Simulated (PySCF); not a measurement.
Species: C3H4NO (charge -1).
Z-matrix (Å and degrees, PBE0-D3(BJ)/def2-SVP geometry), rows numbered from 1:
```
C 
N   1  1.2680
C   2  1.4791  1  114.26
C   3  1.3836  2  110.30  1  -179.86
O   3  1.2506  2  119.57  1     0.07
H   1  1.1082  2  120.60  3    -0.16
H   1  1.1049  2  119.99  3   179.89
H   4  1.0914  3  119.91  2    -0.03
H   4  1.0945  3  120.19  2   179.92
```

Level of theory: PySCF 2.14.0, PBE0-D3(BJ)/def2-SVP geometry optimisation, gas phase.

Masses are those of the commonest isotopes; rigid-rotor values at the optimised geometry. The values belong to one conformer with, in the numbering `[CH2:1]=[N:2][C:3](=[CH2:4])[O-:5]`, C1–N2–C3–C4 180°.

(1) Give the principal moments of inertia and the rotational constants in GHz.

(2) Classify the top.

(3) What does the inertial defect say?

(4) Give the coordinates in the principal-axis frame, origin at the centre of mass.

(5) Where do the levels up to J = 3 lie, in MHz?

(6) Which lines would a microwave search look for?

Answers

(1) Ia = 47.30, Ib = 103.93, Ic = 151.23 u·Å²; 505379 MHz·u·Å²/I gives 10686, 4863 and 3342 MHz, that is A = 10.686, B = 4.8627, C = 3.3419 GHz.

(2) An asymmetric top. Ray's parameter κ = (2B − A − C)/(A − C) = -0.586; −1 is the prolate and +1 the oblate limit.

(3) Planar: Δ = Ic − Ia − Ib = 0.00 u·Å². For a rigid frame Δ = −2 Σ m c², so it vanishes when all atoms lie in the ab plane; here none is more than 0.01 Å from it.

(4) The sense of each axis is arbitrary; atoms in the order of the calculation.
```
atom  mass (u)   a (Å)   b (Å)   c (Å)
  C1    12.000   1.801   0.068  -0.001
  N2    14.003   0.729   0.745   0.001
  C3    12.000  -0.505  -0.070   0.001
  C4    12.000  -1.621   0.748  -0.001
  O5    15.995  -0.421  -1.318   0.000
  H6     1.008   1.768  -1.040   0.000
  H7     1.008   2.779   0.582  -0.002
  H8     1.008  -1.501   1.833  -0.001
  H9     1.008  -2.624   0.310  -0.002
```

(5) Above 0(0,0):
J = 1: 1(0,1) 8205, 1(1,1) 14027, 1(1,0) 15548
J = 2: 2(0,2) 24353, 2(1,2) 28916, 2(1,1) 33478, 2(2,1) 50947, 2(2,0) 51208
J = 3: 3(0,3) 47970, 3(1,3) 51097, 3(1,2) 60194, 3(2,2) 75561, 3(2,1) 76818, 3(3,1) 108628, 3(3,0) 108656

(6) The dipole components (about the centre of mass, as the species is charged) are |μa| = 2.41 D, |μb| = 0.62 D, |μc| = 0.00 D; the mirror of this Cs structure is the ab plane, so μc vanishes by symmetry and there are no c-type lines. The squared components, which scale the intensities, stand as 1.00 : 0.07 (a : b). Some of the stronger lines:

| type | branch | J(Ka,Kc) | MHz | lower level (cm⁻¹) |
| --- | --- | --- | --- | --- |
| a | Q | 5(3,2) ← 5(3,3) | 757 | 6.123 |
| a | Q | 3(2,1) ← 3(2,2) | 1257 | 2.520 |
| a | Q | 4(2,2) ← 4(2,3) | 3503 | 3.608 |
| a | Q | 2(1,1) ← 2(1,2) | 4562 | 0.965 |
| a | Q | 5(2,3) ← 5(2,4) | 7311 | 4.957 |
| a | R | 1(0,1) ← 0(0,0) | 8205 | 0.000 |
| a | R | 2(1,2) ← 1(1,1) | 14888 | 0.468 |
| a | Q | 4(1,3) ← 4(1,4) | 15012 | 2.683 |
| a | R | 2(0,2) ← 1(0,1) | 16148 | 0.274 |
| a | R | 2(1,1) ← 1(1,0) | 17930 | 0.519 |
| a | Q | 5(1,4) ← 5(1,5) | 22055 | 3.895 |
| a | R | 3(0,3) ← 2(0,2) | 23617 | 0.812 |
| a | R | 3(2,1) ← 2(2,0) | 25610 | 1.708 |
| a | R | 4(1,4) ← 3(1,3) | 29329 | 1.704 |
| a | R | 4(0,4) ← 3(0,3) | 30570 | 1.600 |
| a | R | 4(3,1) ← 3(3,0) | 33433 | 3.624 |
| a | R | 4(2,2) ← 3(2,1) | 34859 | 2.562 |
| a | R | 5(1,5) ← 4(1,4) | 36334 | 2.683 |
| a | R | 5(0,5) ← 4(0,4) | 37194 | 2.620 |
| a | R | 5(2,4) ← 4(2,3) | 40445 | 3.608 |
| a | R | 5(4,2) ← 4(4,1) | 41601 | 6.257 |
| a | R | 5(3,2) ← 4(3,1) | 42223 | 4.740 |
| a | R | 5(1,4) ← 4(1,3) | 43377 | 3.183 |
| a | R | 5(2,3) ← 4(2,2) | 44253 | 3.725 |

Whether it is a minimum is left open (no frequencies). The geometry's basis has no diffuse functions, a weakness for an anion. These are rigid-rotor constants of the computed structure; measured ground-state constants (B0) also hold zero-point vibration. Quadrupole hyperfine structure (14N) is left out.
